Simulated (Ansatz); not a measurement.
**A ladder of methods for CH2NSi (SMILES N#C[SiH2])**

CH2NSi: 5 atoms, total charge 0, spin state doublet. SMILES: `N#C[SiH2]`. The shape is that of a PBE0-D4/def2-TZVP optimisation.

Quantity: the vertical ionisation energy (to the singlet cation), in eV. The values are calculated.

```
            level                    kind  program  value (eV)  less FCI/STO-3G  CPU time (all runs)
       UHF/STO-3G            Hartree–Fock   Ansatz        7.00            +0.45                0.3 s
    USVWN5/STO-3G                     LDA   Ansatz        7.22            +0.67                  2 s
     UBLYP/STO-3G                     GGA   Ansatz        7.18            +0.63                3.1 s
  U-r2SCAN/STO-3G                meta-GGA   Ansatz        7.54            +0.99                7.8 s
UCAM-B3LYP/STO-3G  range-separated hybrid   Ansatz        7.51            +0.96                3.8 s
   UB2PLYP/STO-3G           double hybrid   Ansatz        7.13            +0.58                3.8 s
     UCCSD/STO-3G   coupled cluster or CI   Ansatz        6.60            +0.05               0.52 s
    UCCSDT/STO-3G   coupled cluster or CI   Ansatz        6.55             0.00                1.8 s
       FCI/STO-3G      exact in the basis   Ansatz        6.55             0.00              4.5 min
```

FCI/STO-3G is exact within its basis and frozen core, so for wave-function methods in that basis the difference is their error; functionals converge differently with the basis, so for them it is only a difference. The values span 6.55 to 7.54 eV. Spin contamination of the reference (⟨S²⟩ at least 0.1 too high) touches UHF/STO-3G, UCCSD/STO-3G, UCCSDT/STO-3G. All rows use very small basis sets, so none should be taken for the real molecule's value. Times are those of the runs behind each value, whatever else they computed, on shared processors of several kinds: orders of magnitude only.
